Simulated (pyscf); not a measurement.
7 gas-phase steps of one pattern: four-centre exchange on the singlet surface, Ge–O + H–H or H–H + O–Si or H–H + O–Sn broken and Ge–H + H–O or H–O + H–Si or H–O + H–Sn formed. Structures and frequencies: ωB97X-D3(BJ)/def2-SVP in PySCF. Electronic energies in kcal/mol, from the separated reactants; ΔE‡ at ωB97M-D3(BJ)/def2-TZVP, beside the barrier at r²SCAN/def2-TZVP on the same structures. Rows were drawn at random from the steps of this pattern with a verified saddle, stable references and no exit in the data more than 5 kcal/mol lower.

```tsv
row	step	ΔE‡(r²SCAN)	ΔE‡
1	HO–SnH₃ + H₂ -> SnH₄ + H₂O	31.5	34.1
2	HO–GeH₂–AsH₂ + H₂ → H₃Ge–AsH₂ + H₂O	42.4	44.7
3	H₃Si–O–B(Cl)–Cl + H₂ → HO–B(Cl)–Cl + SiH₄	54.6	57.0
4	HO–B(OH)–O–SiH₃ + H₂ -> HO–B(OH)–OH + SiH₄	58.3	60.3
5	HO–SiH(Br)–Br + H₂ -> Br–SiH₂–Br + H₂O	52.0	?
6	HO–SiH₂–O–SiH₃ + H₂ -> H₃Si–O–SiH₃ + H₂O	54.3	56.5
7	HO–SiH(F)–F + H₂ -> F–SiH₂–F + H₂O	52.5	54.7
```

From a straight line through the complete rows, estimate the missing barrier and say how far the line can be trusted.

Over the 6 complete rows the means are +48.9 (ΔE‡(r²SCAN)) and 51.2 (ΔE‡); least squares gives b = 0.98 and a = 3.3 kcal/mol, with residuals of 0.1 kcal/mol (root mean square; largest 0.2, row 3). For row 5: 3.3 + 0.98 × (+52.0) = 54.3 kcal/mol. The computed barrier is 53.8 kcal/mol, 0.5 under the line. The line follows these rows closely. Each barrier is that of the saddle found. Elements up to Kr have no core potential and no relativistic terms here. Elements past Kr carry the def2 core potentials, without spin-orbit coupling.
